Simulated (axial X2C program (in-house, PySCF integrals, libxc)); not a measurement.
## CH⁻: properties at the nuclei

Computed with an in-house all-electron X2C program for linear molecules (integrals from PySCF): two-component X2C with atomic mean-field Coulomb and Gaunt terms, Gaussian nuclei, basis C dyall-av3z, H dyall-av3z with contracted cores.

R = 1.138 Å (near the PBE0 minimum at charge -1 of the determinant lowest at the starting distance; the state shown can have its own minimum elsewhere).

Input and command:
```json
{"zs": [6, 1], "q": -1, "bas": ["dyall-av3z", "dyall-av3z"], "r0": 1.07, "levels": ["PBE0", "HF", "BP86", "PBE50", "B3LYP"], "nst": 3}
```
```bash
python soeom.py task.json out
```

Keys: zs atomic numbers; q charge; bas basis sets; r0 starting distance in Å; levels methods; nst determinants followed.

Determinant lowest in the PBE0 search, Ω = 1 (⟨Sz⟩ = 1.00, ⟨Lz⟩ = 0.00 at PBE0), spin on the atoms C 0.99, H 0.01:

```json
{"level": "PBE0", "Eeff magnitude (GV/cm)": "0.000353", "Ws magnitude C (kHz)": "0.000144", "A∥/gI C (MHz)": "-25.1", "qzz C (a.u.)": "-0.36", "A∥/gI H (MHz)": "-2.1", "qzz H (a.u.)": "0.25"}
{"level": "HF", "Eeff magnitude (GV/cm)": "1.16e-05", "Ws magnitude C (kHz)": "2.37e-06", "A∥/gI C (MHz)": "19.8", "qzz C (a.u.)": "-0.25", "A∥/gI H (MHz)": "-5.48", "qzz H (a.u.)": "0.27"}
{"level": "BP86", "Eeff magnitude (GV/cm)": "0.000328", "Ws magnitude C (kHz)": "0.000118", "A∥/gI C (MHz)": "-21", "qzz C (a.u.)": "-0.40", "A∥/gI H (MHz)": "-1.3", "qzz H (a.u.)": "0.25"}
{"level": "PBE50", "Eeff magnitude (GV/cm)": "0.000385", "Ws magnitude C (kHz)": "0.000157", "A∥/gI C (MHz)": "-21.1", "qzz C (a.u.)": "-0.32", "A∥/gI H (MHz)": "-2.58", "qzz H (a.u.)": "0.26"}
{"level": "B3LYP", "Eeff magnitude (GV/cm)": "3.62e-05", "Ws magnitude C (kHz)": "2.29e-05", "A∥/gI C (MHz)": "-8.76", "qzz C (a.u.)": "-0.37", "A∥/gI H (MHz)": "-0.878", "qzz H (a.u.)": "0.25"}
```

Determinant 1.05 eV from it at PBE0 and this distance, Ω = 0 (closed shell), highest spinor 80% C p, 15% H p, 5% H d:

```json
{"level": "PBE0", "qzz C (a.u.)": "-0.51", "qzz H (a.u.)": "0.25"}
{"level": "HF", "qzz C (a.u.)": "-0.46", "qzz H (a.u.)": "0.26"}
{"level": "BP86", "qzz C (a.u.)": "-0.57", "qzz H (a.u.)": "0.25"}
{"level": "PBE50", "qzz C (a.u.)": "-0.47", "qzz H (a.u.)": "0.26"}
{"level": "B3LYP", "qzz C (a.u.)": "-0.55", "qzz H (a.u.)": "0.25"}
```

Eeff is the effective electric field on the electron electric dipole moment in this Ω state and Ws the scalar–pseudoscalar constant of the nucleus named (defined with the proton number Z and per Ω); A∥ (defined per Ω) follows by multiplying with gI = μI/(I μN); qzz is the electric field gradient, eQq0 = 234.96 MHz × Q/barn × qzz. The operators were transformed with the bare-nucleus X2C matrices; with these basis sets, hyperfine constants and field gradients can be off by tens of per cent, and where levels differ in sign neither size nor sign is settled.

Each state is one determinant with collinear spin, which with several unpaired electrons need not be a pure state. Unrestricted Hartree–Fock can overshoot spin polarisation at the nuclei. In the state Ω = 1 the sign of Eeff differs between levels (B3LYP against PBE0). For an anion, determinants above electron detachment, or with a positive highest level, are held by the basis set. A closed determinant beside an open π² or δ² triplet, such as (π1/2)², mixes with its partner pair into the 0⁺ component of the triplet and ¹Σ⁺, so its energy is not that of a level, and 0⁺ can lie lowest. With several open shells hyperfine constants can be off by a factor of several. Where Eeff spreads by more than a factor of two the levels disagree and none is to be relied on. Open-shell Ω = 0 determinants with evenly filled partner blocks cannot be reached by this program, so the Ω shown need not be the lowest component. The search compared states at one distance, so a state with another bond length can lie lower. The sign of Ws at C differs between levels in the first state. Further determinants of the search, some of them spin-mixed, are not shown. Where a field gradient or hyperfine factor spreads by more than a factor of two over the levels, a constant derived from it is not to be relied on. PBE0 term energies can be off by some tenths of an eV.
